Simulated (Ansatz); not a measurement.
# MgSiH+ (quintet): from Hartree-Fock to the top rungs, def2-TZVPP

One table from this session's results is given with a row withheld; the runs are named, their logs left out.

Method: def2-TZVPP, core rule «outside noble gas», up to 10 orbitals frozen; program: Ansatz 0.2.0, Gaussian basis.

The runs, in order: UHF; ROHF; CCSD(T) on UHF.

### The system

The geometry is a PBE0/def2-TZVP stationary point (not a proven minimum) of the parent state, kept for this charge and spin.

3 atoms, charge 1, spin multiplicity 5.

Atoms are counted from 1 here; the program's logs count them from 0.

Bond lengths: Si1–Mg2 2.479 Å, Si1–H3 1.497 Å. Angles: Mg2–Si1–H3 180.0°.

The first run:

The input, in.yaml:

```yaml
crystal:
  periodic: [false, false, false]
  atoms:
    - {symbol: Si, position_ang: [0.000000, 0.000000, 0.327533]}
    - {symbol: Mg, position_ang: [0.000000, 0.000000, -2.151667]}
    - {symbol: H, position_ang: [0.000000, 0.000000, 1.824133]}
basis:
  gaussian: {orbitals: def2-TZVPP}
total_charge: 1
magnetization: {spin_polarized: true, initial_magnetization: 4}
hamiltonian: {xc: hf}
output: {orbitals: {seedname: orbitals}}
```

Run with:

```bash
$ ansatz run in.yaml --threads 1 --pin off --events-out ev --progress --plain --max-ram 2560MiB --backend cpu
```

Steps of the session up to this table: UHF; ROHF; CCSD(T) on UHF.

One of the session's tables, all rows but one given; the rest of the session is left out.

| method | from UCCSD(T) (meV) |
| --- | --- |
| ROHF | +2538.5 |
| UHF | ? |
| UMP2 | +691.5 |
| UCCSD | +103.2 |
| UCCSD(T) | 0 |

Estimate the missing values for UHF.

The run gave: from UCCSD(T) (meV): +2502.1. In the column «from UCCSD(T) (meV)» it lies between UMP2 (+691.5) and ROHF (+2538.5).
